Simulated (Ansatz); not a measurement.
Consider the interaction energy of a dimer with the counterpoise correction of H₄NP, SMILES NP (Ansatz 0.2.0, Python API).

The script, `dimer_h4np.py`:
```python
"""Interaction energy of two H4NP molecules, with the counterpoise correction."""

import ansatz as az

BASIS = "def2-SVP"
XC = "b3lyp"
DISPERSION = "d3bj"

FIRST = [
    ("N", (0.293, -0.8078, 0.1003)),
    ("P", (-0.5822, 0.7117, -0.0985)),
    ("H", (0.0225, -1.3942, -0.7032)),
    ("H", (0.01, -1.2481, 0.9218)),
    ("H", (0.2061, 1.2698, -1.1554)),
    ("H", (0.0506, 1.4688, 0.935)),
]
SECOND = [
    ("N", (2.796, -2.9768, -1.092)),
    ("P", (2.3692, -4.2063, -2.2839)),
    ("H", (2.127, -2.2053, -1.2334)),
    ("H", (3.697, -2.6485, -1.2627)),
    ("H", (1.19, -4.7122, -1.6488)),
    ("H", (3.2147, -5.2628, -1.8249)),
]

def energy(atoms, ghosts=()):
    molecule = az.Crystal.molecule()
    for symbol, xyz in atoms:
        molecule = molecule.atom(symbol, xyz)
    calc = (
        molecule.calculation()
        .basis(gaussian=BASIS)
        .functional(XC, dispersion=DISPERSION)
    )
    deck = calc.input()
    if ghosts:
        deck = deck.set(az.key.basis.gaussian.ghost_atoms, [{"symbol": s, "position_ang": list(xyz)} for s, xyz in ghosts])
    return az.Session.from_dict(deck).plan().execute().report["free_energy_ev"]


def main() -> None:
    # ghost atoms carry the functions of the partner
    both = energy(FIRST + SECOND)
    alone = energy(FIRST) + energy(SECOND)
    ghosted = energy(FIRST, SECOND) + energy(SECOND, FIRST)
    print(f"dimer {both:.6f} eV")
    print(f"interaction, uncorrected   {(both - alone):8.3f} eV")
    print(f"interaction, counterpoise  {(both - ghosted):8.3f} eV")
    print(f"basis-set superposition    {(alone - ghosted):8.3f} eV")


if __name__ == "__main__":
    main()
```

How large is the interaction at this pose, and how much of it is basis-set superposition?

Uncorrected it is -0.115 eV, with the counterpoise correction -0.056 eV; the difference, 0.06 eV, is the superposition error.

The run itself:

```console
$ python dimer_h4np.py
dimer -21680.133702 eV
interaction, uncorrected     -0.115 eV
interaction, counterpoise    -0.056 eV
basis-set superposition       0.059 eV
```

Total energies depend on the basis set; only differences at equal settings carry meaning. The dimer is a generated trial pose of unrelaxed monomers, not a minimum, so the figure is no binding energy, and the basis set is small. b3lyp holds the VWN-RPA fit, as in Gaussian; the form of ORCA and Turbomole is b3lyp5. It ran for 10 s on 1 thread of Arm Neoverse V2, with other jobs on the host, peak memory 0.25 GiB.

(Lines on the test bed's own set-up are left out of the output.)
